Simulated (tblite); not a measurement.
Compound: C4H3S2 (doublet state).
Bonds: S1–C2, C2–C3 (aromatic), C3–C4 (aromatic), C4–C5 (aromatic), C5–S6 (aromatic), C2–S6 (aromatic). Hydrogens: H7 on S1; H8 on C4; H9 on C5.

The geometry is computed with GFN2-xTB (gas phase). This method treats the open shell by occupation alone, without spin polarisation.

Q: What internal coordinates does the optimisation give?

A: 
```tsv
bond	length (bohr)
S1–C2	3.304
C2–C3	2.512
C3–C4	2.642
C4–C5	2.570
C5–S6	3.269
C2–S6	3.376
S1–H7	2.518
C4–H8	2.028
C5–H9	2.026
```

A selection of angles:
```tsv
angle	degrees
C2–S1–H7	95.2
S1–C2–C3	130.3
S1–C2–S6	121.6
C3–C2–S6	108.1
C2–C3–C4	118.0
C3–C4–C5	110.5
C3–C4–H8	124.8
C5–C4–H8	124.7
C4–C5–S6	112.8
C4–C5–H9	128.5
S6–C5–H9	118.7
C2–S6–C5	90.6
```

Torsions: H7–S1–C2–C3 180° (antiperiplanar).

C4 (carbon bonded to 2 C and H) is planar (angles 124.8°, 124.7° and 110.5°, sum 360.0°, 0.00 Å off the plane of its three neighbours). The 5-membered ring C2–C3–C4–C5–S6 has internal angles of 90.6° to 118.0°; it is planar, 0.00 Å rms from its mean plane, widest ring torsion 0°. C2 (carbon bonded to C and 2 S) is planar (angles 130.3°, 121.6° and 108.1°, sum 360.0°, 0.00 Å off the plane of its three neighbours). The 3 C–S bonds span 1.730 Å (C5–S6, aromatic) to 1.787 Å (C2–S6, aromatic), a spread of 0.057 Å. The 6 heavy atoms lie in one plane (0.000 Å rms). C5 (carbon bonded to C, S and H) is planar (angles 128.5°, 118.7° and 112.8°, sum 360.0°, 0.00 Å off the plane of its three neighbours). The C–C distances run from 1.329 Å (C2–C3, aromatic) to 1.398 Å (C3–C4, aromatic), a spread of 0.069 Å.

Point group: Cs (every atom within 0.08 Å of its image). Its GFN2-xTB frequencies are all real (lowest 140 cm⁻¹). Torsions: H–S1–C2–C3 180°. 2 starts were optimised and ended at 0.00 and 0.16 kcal/mol (GFN2-xTB); the lowest of these is shown.

One conformer stands for the species.
